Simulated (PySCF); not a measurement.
**Electronic absorption of lithium sodium**

Lithium sodium, NaLi.
SMILES: `[Li][Na]`

The calculation used TDDFT CAM-B3LYP/aug-cc-pVTZ, vertical, gas phase, core orbitals frozen in the response in PySCF 2.14.0, density-fitted response routines. Geometry: PBE0-D3(BJ)/def2-TZVP; no solvent, vibrations or thermal averaging.

```json
{"state": "S1", "E (eV)": "2.06", "λ (nm)": "603.1", "ν̃ (cm⁻¹)": "16580", "f": "0.524", "main configurations (H = HOMO, L = LUMO)": "H→L (99%)"}
{"state": "S2", "E (eV)": "2.60", "λ (nm)": "476.5", "ν̃ (cm⁻¹)": "20990", "f": "0.504", "main configurations (H = HOMO, L = LUMO)": "H→L+1/L+2 (≥95%)"}
{"state": "S3", "E (eV)": "2.60", "λ (nm)": "476.5", "ν̃ (cm⁻¹)": "20990", "f": "0.505", "main configurations (H = HOMO, L = LUMO)": "H→L+1/L+2 (≥95%)"}
{"state": "S4", "E (eV)": "2.98", "λ (nm)": "416.6", "ν̃ (cm⁻¹)": "24010", "f": "0.021", "main configurations (H = HOMO, L = LUMO)": "H→L+3 (55%), H→L+7 (22%)"}
{"state": "S5", "E (eV)": "3.27", "λ (nm)": "379.2", "ν̃ (cm⁻¹)": "26370", "f": "0.0097", "main configurations (H = HOMO, L = LUMO)": "H→L+5 (48%), H→L+12 (23%), H→L+6 (18%)"}
{"state": "S6", "E (eV)": "3.27", "λ (nm)": "379.0", "ν̃ (cm⁻¹)": "26380", "f": "0.0093", "main configurations (H = HOMO, L = LUMO)": "H→L+6 (48%), H→L+13 (23%), H→L+5 (18%)"}
{"state": "S7", "E (eV)": "3.37", "λ (nm)": "367.4", "ν̃ (cm⁻¹)": "27220", "f": "0.0009", "main configurations (H = HOMO, L = LUMO)": "H→L+7 (47%), H→L+3 (35%), H→L+11 (11%)"}
{"state": "S8", "E (eV)": "3.63", "λ (nm)": "341.6", "ν̃ (cm⁻¹)": "29270", "f": "0.012", "main configurations (H = HOMO, L = LUMO)": "H→L+4 (77%), H→L+7 (11%)"}
{"state": "S9", "E (eV)": "3.77", "λ (nm)": "329.1", "ν̃ (cm⁻¹)": "30390", "f": "0.035", "main configurations (H = HOMO, L = LUMO)": "H→L+8 (65%), H→L+9 (26%)"}
```

Triplets, Tamm–Dancoff:

| state | E (eV) | λ (nm) | main configurations (H = HOMO, L = LUMO) |
| --- | --- | --- | --- |
| T1 | 1.00 | 1238 | H→L (93%) |
| T2 | 1.57 | 791.6 | H→L+1/L+2 (≥75%), H→L+8 (13%) |
| T3 | 1.57 | 791.6 | H→L+1/L+2 (≥75%), H→L+9 (13%) |

The lowest singlet comes at 603 nm (198 kJ/mol) in the visible; it is strong; its leading configuration is HOMO→LUMO (99%). The most intense listed level is S2/S3 at 2.60 eV (477 nm, f = 1.009 summed), 0.55 eV above S1. S2/S3 and S5/S6 lie within about 0.01 eV of each other in each set; the point group C∞v has degenerate representations, and within a degenerate level the listed configurations can mix freely. Löwdin shares by element: HOMO lithium 54%, sodium 46%; LUMO lithium 52%, sodium 48%. Of the 9 states listed, 6 reach f = 0.01 and none stays under 0.0005. Orbital energies (eV): HOMO-3 -33.08, HOMO-2 -33.08, HOMO-1 -33.07, HOMO -4.49, LUMO -0.75, LUMO+1 -0.08, LUMO+2 -0.08. The listed states span 1.71 eV, and the widest gap between neighbours is 0.55 eV (S1 to S2). 4 computed singlets (S1 to S4) lie in the visible range (380 to 750 nm), the largest f among them at 603 nm, f = 0.524; light of that wavelength is orange to red, and its complementary colour is green-blue to blue-green; a Tamm–Dancoff triplet lies at 567 nm, without intensity as long as spin–orbit coupling is left out. Orbitals of the list HOMO-3 to LUMO+2 that lie within 0.01 eV of each other are written together with a slash and their weights summed (≥ marks a lower bound); for degenerate orbitals outside that list single weights are arbitrary. Singlets were solved by full linear response, triplets in the Tamm–Dancoff approximation. The highest level found (3.78 eV, f 0.037 so far) is left out, since the window may have cut off a degenerate partner.
